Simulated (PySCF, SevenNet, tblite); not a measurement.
## Cohesive energy of zinc-blende GaP: levels of theory against measurement

Reference value: 3.61 eV/atom (measured, static lattice: zero-point vibration energy added, our sources range from 3.61 to 3.69; as tabulated in Mejia-Rodriguez and Trickey (2018), arXiv:1807.09216).

| level (code) | value (eV/atom) | cell (Å³/atom) | error (eV/atom) |
|---|---|---|---|
| GFN1-xTB (tblite) | 6.17 | 22.64 | +2.56 |
| GFN2-xTB (tblite) | 4.45 | 22.99 | +0.84 |
| SevenNet-0 | 3.38 | 20.88 | -0.23 |
| SevenNet-l3i5 | 3.46 | 20.86 | -0.15 |
| PBE (PySCF) | 3.39 ± 0.06 | 21.02 | -0.22 |
| Hartree–Fock (PySCF) | 2.10 ± 0.1 | 21.30 | -1.51 |
| MP2 (PySCF) | 3.95 ± 0.1 | 20.71 | +0.34 |

Leaving aside GFN1-xTB (doubt noted below), GFN2-xTB (doubt noted below), SevenNet-0 (doubt noted below), SevenNet-l3i5 (doubt noted below): Once the reference is moved by up to 0.08 eV/atom (a margin picked here for doubts on the reference and the settings) and values within 0.03 eV/atom count as equal, the nearest can be PBE (-0.22 eV/atom) or MP2 (+0.34 eV/atom). Farthest off among them: Hartree–Fock (-1.51 eV/atom). Within 0.5 eV/atom: PBE, MP2.

A ± on a computed value is a rough bar: the spread of its extrapolation, a floor set from checks against published values, or a statistical error. GFN1-xTB, GFN2-xTB: the free atoms are run in the same model without spin. GFN1-xTB, GFN2-xTB: the method was fitted mainly to molecules. GFN1-xTB, GFN2-xTB: the run uses a supercell at the zone centre in place of a k mesh. SevenNet-0, SevenNet-l3i5: free atoms can lie outside what these potentials were trained on. Each level is taken at its own relaxed cell.

Machine-learned potentials (SevenNet-0, SevenNet-l3i5) are trained on DFT data: a solid inside that data is no test of them.

Differences are worked out from the printed values.
